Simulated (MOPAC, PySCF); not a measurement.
C2H6O, SMILES `CCO` (C–C–O–H torsion 58°), neutral singlet in the gas phase. 

Cartesian coordinates (Å):
```xyz
9

C     -0.8492     0.3446     0.3359
C      0.3669    -0.5701     0.3565
O      1.4819    -0.0001     1.0483
H     -1.1464     0.6177     1.3582
H     -0.6375     1.2719    -0.2203
H     -1.7018    -0.1485    -0.1558
H      0.6482    -0.8548    -0.6760
H      0.1382    -1.4996     0.8985
H      1.6997     0.8390     0.6073
```
Charge 0, multiplicity 1.

All levels are single points at this geometry (PBE-D3(BJ)/def2-TZVP); Pople sets use spherical d functions. Orbital energies aren't observables, and empty levels follow the basis.

HF/3-21G in PySCF gives HOMO (eV) = -11.64.

### Question
Estimate the HOMO (eV) from each of these levels: PBE-D3(BJ)/def2-TZVP in PySCF; B3LYP/6-31G* in PySCF; M06-2X/6-31G* in PySCF; PBE/6-31G* in PySCF; HF/6-31G* in PySCF; HF/STO-3G in PySCF; AM1 in MOPAC; PM7 in MOPAC.

### Answer

| level | HOMO (eV) |
|---|---|
| PBE-D3(BJ)/def2-TZVP in PySCF | -6.15 |
| B3LYP/6-31G* in PySCF | -7.14 |
| M06-2X/6-31G* in PySCF | -9.17 |
| PBE/6-31G* in PySCF | -5.63 |
| HF/6-31G* in PySCF | -11.92 |
| HF/STO-3G in PySCF | -9.53 |
| AM1 in MOPAC | -11.13 |
| PM7 in MOPAC | -10.67 |
